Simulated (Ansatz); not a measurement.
in.yaml

```yaml
crystal:
  periodic: [false, false, false]
  atoms:
    - {symbol: Si, position_ang: [0.000000, 0.000000, 0.000000]}
    - {symbol: H, position_ang: [0.000000, 0.000000, -1.486027]}
    - {symbol: H, position_ang: [0.000000, 0.000000, 1.486027]}
basis:
  gaussian: {orbitals: cc-pVDZ}
magnetization: {spin_polarized: false, initial_magnetization: 2}
correlation: {active_space: {window: {electrons: 4, orbitals: 7}, fixed_orbitals: true, states: [{multiplicity: 3, weights: [1, 1, 0.5]}, {multiplicity: 5, weights: [1]}]}}
scf: {lower_state_search: full}
```

```sh
$ ansatz run in.yaml --threads 1 --pin off --events-out ev --progress --plain --max-ram 2393MiB
```

Question: Roughly how long does this take on 1 thread of Arm Neoverse V1, shared host, and how much host memory?

Answer: 0.3 s wall and 0.15 GiB.

```
489 factors; integrals over basis functions are off by at most 1.7e-7 eV
mean field evaluation 1: about -7889.6358 eV, gradient 7.6e0 eV
mean field evaluation 2: about -7889.6361 eV, gradient 7.6e0 eV
mean field evaluation 4: about -7890.0385 eV, gradient 3.5e-1 eV
mean field evaluation 8: about -7890.0392 eV, gradient 1.2e-5 eV
mean field evaluation 16: about -7890.0385 eV, gradient 5.1e-2 eV
mean field evaluation 32: about -7888.6795 eV, gradient 6.1e-2 eV
mean field evaluation 64: about -7866.4196 eV, gradient 1.7e1 eV
mean field -7890.03921513 eV, -289.9535930953 hartree, gradient 2.5e-6 eV, S^2 2.000000; 7 other end points of the search recorded, 0 dependent functions left out
reference -7890.03921513 eV, -289.9535930953 hartree; 9, 7 occupied and 19, 21 virtual orbitals, 489 factors
state -7890.28839518 eV, -289.9627502934 hartree
state -7888.59272846 eV, -289.9004356909 hartree
state -7888.59272846 eV, -289.9004356909 hartree
state -7884.51608309 eV, -289.7506217367 hartree
Total energy: -7887.91244885 eV, -289.8754358761 hartree
```

The total printed last is the weighted mean of the 4 states, 2.376 eV above the lowest of them, and is no single state's energy.
